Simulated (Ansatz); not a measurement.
**C3H6F2 (1,3-difluoropropane): a chain of runs**

We compute a structure relaxation (singlet C3H6F2, HF/6-31G*), then a geometry optimisation (singlet C3H6F2, HF/6-31G*), then a band of images between two shapes (singlet C3H6F2, HF/6-31G*), then a transition-state search (singlet C3H6F2, HF/6-31G*), then the harmonic vibrations (singlet C3H6F2, HF/6-31G*), then a single-point energy (singlet C3H6F2, CCSD(T)/STO-3G) of C3H6F2. 

Program for the calculation: Ansatz 0.2.0.

## Step 1: The structure to begin with

The species is C3H6F2 (11 atoms), meant as a singlet with charge 0. SMILES: `FCCCF`. The shape is that of a PBE0-D4/def2-TZVP optimisation. This is one conformer, not always the lowest. The run starts from this shape.

Bond lengths: F1–C2 1.383 Å, C2–C3 1.509 Å, C3–C4 1.507 Å, C4–F5 1.386 Å, C2–H6 1.096 Å, C2–H7 1.093 Å, C3–H8 1.093 Å, C3–H9 1.095 Å, C4–H10 1.095 Å, C4–H11 1.093 Å. Some angles: F1–C2–C3 109.8°, C2–C3–C4 112.4°, C3–C4–F5 110.3°, F1–C2–H6 107.7°, F1–C2–H7 107.9°, C3–C2–H6 111.1°, C3–C2–H7 111.3°, C2–C3–H8 109.6°, C2–C3–H9 109.3°, C4–C3–H8 109.6°.

## Step 2: A geometry optimisation at HF/6-31G(d) (Cartesian functions) (run 1)

Contents of job.yaml:

```yaml
crystal:
  periodic: [false, false, false]
  atoms:
    - {symbol: F, position_ang: [-1.964400, 1.432700, -0.107100]}
    - {symbol: C, position_ang: [-0.715300, 1.000700, 0.300600]}
    - {symbol: C, position_ang: [-0.375000, -0.298800, -0.387800]}
    - {symbol: C, position_ang: [0.967500, -0.838200, 0.034700]}
    - {symbol: F, position_ang: [1.975600, 0.040200, -0.331200]}
    - {symbol: H, position_ang: [-0.744500, 0.875300, 1.388600]}
    - {symbol: H, position_ang: [0.008000, 1.781800, 0.054100]}
    - {symbol: H, position_ang: [-0.388200, -0.154300, -1.471600]}
    - {symbol: H, position_ang: [-1.138100, -1.046200, -0.147100]}
    - {symbol: H, position_ang: [1.026200, -0.968100, 1.120800]}
    - {symbol: H, position_ang: [1.173400, -1.798000, -0.445900]}
basis:
  gaussian:
    orbitals: "6-31G*"
magnetization:
  spin_polarized: false
hamiltonian:
  xc: hf
relax: {}
```

Launch:

```sh
$ ansatz run job.yaml --threads 1 --pin off --max-ram 2610MiB --events-out events.jsonl --progress --plain --runs-dir runs
```

The log of the run (excerpt; [...] marks lines left out):

```text
Warning: RAYON_NUM_THREADS=1 ignored (pool sized by the plan → 1); use --threads N
[...]
Functional definition: HF
  name "HF"
[...]
973 factors; integrals over basis functions are off by at most 3.6e-4 eV
[...]
mean field -8597.68116009 eV, -315.9589549155 hartree, gradient 1.5e-5 eV, S^2 0.000000; 0 other end points of the search recorded, 0 dependent functions left out
[...]
reference -8597.68116009 eV, -315.9589549155 hartree; 21, 21 occupied and 66, 66 virtual orbitals, 973 factors
relax step   1: F+E_penalty+E_count = -8597.68116009 eV  Δ(F+E_penalty+E_count) = +0.000e0 eV  max|allowed force component| = 6.085e-1 eV/Å  Δτ_max = 0.0000 Å  (32 SCF iters, accepted)
[...]
relax step   5: F+E_penalty+E_count = -8597.70559821 eV  Δ(F+E_penalty+E_count) = -1.389e-4 eV  max|allowed force component| = 1.851e-2 eV/Å  Δτ_max = 0.0142 Å  (31 SCF iters, accepted)
[...]
relax step   6: F+E_penalty+E_count = -8597.70562923 eV  Δ(F+E_penalty+E_count) = -3.102e-5 eV  max|allowed force component| = 3.064e-3 eV/Å  Δτ_max = 0.0082 Å  (24 SCF iters, accepted)
973 factors; integrals over basis functions are off by at most 3.5e-4 eV
mean field -8597.70562923 eV, -315.9598541400 hartree, gradient 2.5e-5 eV, S^2 0.000000; 1 other end points of the search recorded, 0 dependent functions left out
[...]
reference -8597.70562923 eV, -315.9598541400 hartree; 21, 21 occupied and 66, 66 virtual orbitals, 973 factors
Total energy: -8597.70562923 eV, -315.9598541400 hartree
Atom 0 at    -1.958230     1.416055    -0.098794 Å, force     0.001309    -0.000847     0.000528 eV/Å
Atom 1 at    -0.709033     1.010695     0.295487 Å, force     0.000705     0.000244    -0.003064 eV/Å
Atom 2 at    -0.379160    -0.305348    -0.382300 Å, force     0.001070    -0.000461     0.002546 eV/Å
Atom 3 at     0.970130    -0.849467     0.037813 Å, force    -0.002060     0.002991    -0.001369 eV/Å
Atom 4 at     1.951204     0.059825    -0.276662 Å, force     0.000865    -0.001675     0.001239 eV/Å
Atom 5 at    -0.718111     0.909257     1.374367 Å, force    -0.001434    -0.000407    -0.000695 eV/Å
Atom 6 at    -0.003501     1.781621     0.021711 Å, force    -0.000445     0.001437     0.000511 eV/Å
Atom 7 at    -0.396317    -0.164363    -1.457819 Å, force    -0.001258    -0.000023     0.000141 eV/Å
Atom 8 at    -1.146329    -1.034138    -0.136726 Å, force     0.001171    -0.000210     0.001235 eV/Å
Atom 9 at     1.017287    -1.022950     1.106299 Å, force    -0.000052    -0.001031     0.000423 eV/Å
Atom 10 at     1.197260    -1.774087    -0.475274 Å, force     0.000129    -0.000018    -0.001496 eV/Å
Dipole moment:     0.067452    -0.393053     0.166058 e Å
```

Run time: 11 s. Hardware: 1 thread of AMD EPYC 7B13 (Zen 3), shared host; peak memory 0.17 GiB.

The path in brief:

```
step  energy from the first frame kept (eV)  largest force (eV/Å)
   1                                 0.0000                0.6881
   2                                -0.0217                0.2580
   3                                -0.0241                0.0445
   4                                -0.0243                0.0130
   5                                -0.0244                0.0220
   6                                -0.0245                0.0039
```

After the run. Bond lengths: F1–C2 1.371 Å, C2–C3 1.517 Å, C3–C4 1.514 Å, C4–F5 1.374 Å, C2–H6 1.084 Å, C2–H7 1.080 Å, C3–H8 1.085 Å, C3–H9 1.086 Å, C4–H10 1.084 Å, C4–H11 1.082 Å. Some angles: F1–C2–C3 109.0°, C2–C3–C4 112.4°, C3–C4–F5 109.6°, F1–C2–H6 107.8°, F1–C2–H7 108.1°, C3–C2–H6 111.4°, C3–C2–H7 111.3°, C2–C3–H8 109.1°, C2–C3–H9 109.1°, C4–C3–H8 109.6°.

## Step 3: Rotamer: a geometry optimisation at HF/6-31G(d) (Cartesian functions) (run 2)

Contents of run.yaml:

```yaml
basis:
  gaussian: {orbitals: "6-31G*"}
crystal:
  periodic: [false, false, false]
  atoms:
    - {symbol: F, position_ang: [0.322967, 1.373806, 1.134799]}
    - {symbol: C, position_ang: [-0.715300, 1.000700, 0.300600]}
    - {symbol: C, position_ang: [-0.375000, -0.298800, -0.387800]}
    - {symbol: C, position_ang: [0.967500, -0.838200, 0.034700]}
    - {symbol: F, position_ang: [1.975600, 0.040200, -0.331200]}
    - {symbol: H, position_ang: [-0.864124, 1.805918, -0.427272]}
    - {symbol: H, position_ang: [-1.617595, 0.903127, 0.909193]}
    - {symbol: H, position_ang: [-0.388200, -0.154300, -1.471600]}
    - {symbol: H, position_ang: [-1.138100, -1.046200, -0.147100]}
    - {symbol: H, position_ang: [1.026200, -0.968100, 1.120800]}
    - {symbol: H, position_ang: [1.173400, -1.798000, -0.445900]}
hamiltonian: {xc: hf}
relax: {}
```

Launch:

```sh
$ ansatz run run.yaml --threads 1 --pin off --max-ram 2610MiB --events-out events.jsonl --progress --plain --runs-dir runs
```

The log of the run (excerpt; [...] marks lines left out):

```text
Warning: RAYON_NUM_THREADS=1 ignored (pool sized by the plan → 1); use --threads N
[...]
[... 2 set-up lines as earlier in the session ...]
[...]
977 factors; integrals over basis functions are off by at most 3.5e-4 eV
[...]
mean field -8597.41605327 eV, -315.9492124197 hartree, gradient 1.6e-5 eV, S^2 0.000000; 0 other end points of the search recorded, 0 dependent functions left out
[...]
reference -8597.41605327 eV, -315.9492124197 hartree; 21, 21 occupied and 66, 66 virtual orbitals, 977 factors
relax step   1: F+E_penalty+E_count = -8597.41605327 eV  Δ(F+E_penalty+E_count) = +0.000e0 eV  max|allowed force component| = 1.046e0 eV/Å  Δτ_max = 0.0000 Å  (31 SCF iters, accepted)
[...]
relax step   3: F+E_penalty+E_count = -8597.50278654 eV  Δ(F+E_penalty+E_count) = -1.323e-2 eV  max|allowed force component| = 1.459e-1 eV/Å  Δτ_max = 0.0558 Å  (30 SCF iters, accepted)
[...]
Atom 1 at    -0.695646     1.007960     0.314411 Å, force    -0.002211     0.001237    -0.000878 eV/Å
Atom 2 at    -0.413472    -0.369488    -0.249813 Å, force    -0.002318    -0.001734    -0.000727 eV/Å
Atom 3 at     1.037514    -0.775689    -0.091860 Å, force    -0.000073    -0.001834    -0.000680 eV/Å
Atom 4 at     1.833099     0.108122    -0.780613 Å, force     0.002040     0.000463    -0.003656 eV/Å
Atom 5 at    -0.072802     1.758477    -0.150820 Å, force     0.001961    -0.003128    -0.000486 eV/Å
Atom 6 at    -1.735834     1.278291     0.187489 Å, force     0.001826     0.000691     0.000451 eV/Å
Atom 7 at    -0.677260    -0.379289    -1.303527 Å, force     0.001660    -0.000726     0.000935 eV/Å
Atom 8 at    -1.040433    -1.099839     0.253696 Å, force     0.000429     0.001888     0.000143 eV/Å
Atom 9 at     1.340582    -0.755094     0.945127 Å, force    -0.001770     0.001829    -0.000155 eV/Å
Atom 10 at     1.214500    -1.763813    -0.496143 Å, force     0.000924     0.001553     0.000264 eV/Å
Dipole moment:    -0.321207    -0.266447    -0.197824 e Å
```

Wall time 18 s (1 thread of AMD EPYC 7B13 (Zen 3), shared host); peak memory 0.18 GiB.

The path in brief:

```
step  energy from the first frame kept (eV)  largest force (eV/Å)
   1                                 0.0000                1.1011
   2                                -0.0735                0.5025
   3                                -0.0867                0.1829
   4                                -0.1165                0.5285
   5                                -0.2016                0.5506
   6                                -0.2852                0.3007
   7                                -0.3239                0.2513
   8                                -0.3232                0.5317
   9                                -0.3332                0.0667
  10                                -0.3365                0.0114
  11                                -0.3367                0.0054
```

After the run. Bond lengths: F1–C2 1.374 Å, C2–C3 1.515 Å, C3–C4 1.515 Å, C4–F5 1.374 Å, C2–H6 1.081 Å, C2–H7 1.082 Å, C3–H8 1.086 Å, C3–H9 1.086 Å, C4–H10 1.081 Å, C4–H11 1.082 Å. Some angles: F1–C2–C3 109.3°, C2–C3–C4 112.5°, C3–C4–F5 109.3°, F1–C2–H6 107.8°, F1–C2–H7 107.8°, C3–C2–H6 111.3°, C3–C2–H7 111.3°, C2–C3–H8 108.9°, C2–C3–H9 109.3°, C4–C3–H8 109.3°.

## Step 4: A band of images between two shapes at HF/6-31G(d) (Cartesian functions) (run 3)

Contents of run.yaml:

```yaml
crystal:
  periodic: [false, false, false]
  atoms:
    - {symbol: F, position_ang: [-1.958230, 1.416055, -0.098794]}
    - {symbol: C, position_ang: [-0.709033, 1.010695, 0.295487]}
    - {symbol: C, position_ang: [-0.379160, -0.305348, -0.382300]}
    - {symbol: C, position_ang: [0.970130, -0.849467, 0.037813]}
    - {symbol: F, position_ang: [1.951204, 0.059825, -0.276662]}
    - {symbol: H, position_ang: [-0.718111, 0.909257, 1.374367]}
    - {symbol: H, position_ang: [-0.003501, 1.781621, 0.021711]}
    - {symbol: H, position_ang: [-0.396317, -0.164363, -1.457819]}
    - {symbol: H, position_ang: [-1.146329, -1.034138, -0.136726]}
    - {symbol: H, position_ang: [1.017287, -1.022950, 1.106299]}
    - {symbol: H, position_ang: [1.197260, -1.774087, -0.475274]}
basis:
  gaussian: {orbitals: "6-31G*"}
neb:
  images: 3
  max_iterations: 60
  optimiser: lbfgs
  final_atoms:
    - {symbol: F, position_ang: [-0.422902, 1.010512, 1.661272]}
    - {symbol: C, position_ang: [-0.695646, 1.007960, 0.314411]}
    - {symbol: C, position_ang: [-0.413472, -0.369488, -0.249813]}
    - {symbol: C, position_ang: [1.037514, -0.775689, -0.091860]}
    - {symbol: F, position_ang: [1.833099, 0.108122, -0.780613]}
    - {symbol: H, position_ang: [-0.072802, 1.758477, -0.150820]}
    - {symbol: H, position_ang: [-1.735834, 1.278291, 0.187489]}
    - {symbol: H, position_ang: [-0.677260, -0.379289, -1.303527]}
    - {symbol: H, position_ang: [-1.040433, -1.099839, 0.253696]}
    - {symbol: H, position_ang: [1.340582, -0.755094, 0.945127]}
    - {symbol: H, position_ang: [1.214500, -1.763813, -0.496143]}
hamiltonian: {xc: hf}
total_charge: 0
```

Launch:

```sh
$ ansatz run run.yaml --threads 1 --pin off --max-ram 2610MiB --events-out events.jsonl --progress --plain --runs-dir runs
```

The log of the run (excerpt; [...] marks lines left out):

```text
Warning: RAYON_NUM_THREADS=1 ignored (pool sized by the plan → 1); use --threads N
[... 2 set-up lines as earlier in the session ...]
[...]
973 factors; integrals over basis functions are off by at most 3.5e-4 eV
[...]
mean field -8597.70562927 eV, -315.9598541413 hartree, gradient 1.4e-5 eV, S^2 0.000000; 0 other end points of the search recorded, 0 dependent functions left out
[...]
reference -8597.70562927 eV, -315.9598541413 hartree; 21, 21 occupied and 66, 66 virtual orbitals, 973 factors
974 factors; integrals over basis functions are off by at most 3.2e-4 eV
[...]
mean field -8597.75270502 eV, -315.9615841433 hartree, gradient 1.3e-5 eV, S^2 0.000000; 0 other end points of the search recorded, 0 dependent functions left out
[...]
reference -8597.75270502 eV, -315.9615841433 hartree; 21, 21 occupied and 66, 66 virtual orbitals, 974 factors
[...]
Atom 2 at    -0.314435    -0.236559    -0.491639 Å, force     0.010399     0.013930     0.002663 eV/Å
Atom 3 at     0.855888    -0.952202     0.148535 Å, force    -0.002155    -0.016252    -0.023101 eV/Å
Atom 4 at     1.966329    -0.144075     0.081684 Å, force    -0.003188    -0.002290     0.010591 eV/Å
Atom 5 at     0.008494     1.280377     1.034238 Å, force     0.006165     0.011793     0.003618 eV/Å
Atom 6 at    -0.584868     1.921686    -0.487414 Å, force    -0.004132     0.010264     0.009097 eV/Å
Atom 7 at    -0.088060    -0.070094    -1.539197 Å, force     0.006766    -0.015170    -0.008887 eV/Å
Atom 8 at    -1.190759    -0.874027    -0.447555 Å, force    -0.005311     0.003932     0.005629 eV/Å
Atom 9 at     0.669096    -1.166959     1.193274 Å, force    -0.001292     0.007306     0.003344 eV/Å
Atom 10 at     1.087650    -1.875787    -0.365577 Å, force    -0.004489     0.005040     0.005272 eV/Å
Dipole moment:     0.035094    -0.240799    -0.151029 e Å
this run last wrote the band of iteration 16 to runs//neb_band.json
```

Wall time 1.7 min (1 thread of AMD EPYC 7B13 (Zen 3), shared host); peak memory 0.17 GiB.

(Part 1 of 2 ends here.)
